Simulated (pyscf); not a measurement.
Elementary routes open to SiH₂ [singlet] + H₃C–OH in the gas phase (singlet surface):
A. H₃C–O–SiH₃ (H–O broken; O–Si, H–Si formed)
B. HO–CH₂–SiH₃ (C–H broken; C–Si, H–Si formed)

Single points on ωB97X-D3(BJ)/def2-SVP structures (PySCF, gas phase). MP2 and CC: frozen core, UHF for open shells. ΔMP2 is the change of the MP2 total energy from the triple- to the quadruple-zeta basis.

Problem. Rank the routes by free-energy barrier at 900 K, lowest first, for CCSD(T)/def2-TZVPP + ΔMP2(QZVPP) energies (ideal gas, 1 atm, RRHO with modes under 100 cm⁻¹ raised to 100, one conformer, R ln 2 for chiral ones without a mode under 150 cm⁻¹).

Solution. A (33.1 kcal/mol), B (58.2 kcal/mol)

Route A is the fastest of these, ahead of the next by 25.1 kcal/mol. The most stable products are those of A (ΔG = -43.4 kcal/mol), so kinetics and thermodynamics agree. At 298 K A is still the fastest. A: On the reactant side the descent ends in an adduct with a O–Si contact, 23.9 kcal/mol under the separated species and 23.8 kcal/mol under the saddle at ωB97X-D3(BJ)/def2-TZVP. B: On the reactant side the descent ends in an adduct with a O–Si contact, 23.7 kcal/mol under the separated species and 49.1 kcal/mol under the saddle at ωB97X-D3(BJ)/def2-TZVP. Only these routes are compared; each barrier is that of the saddle found, and lower ones may exist. The CCSD(T) − MP2 part came from Ansatz, without density fitting, on the same reference.
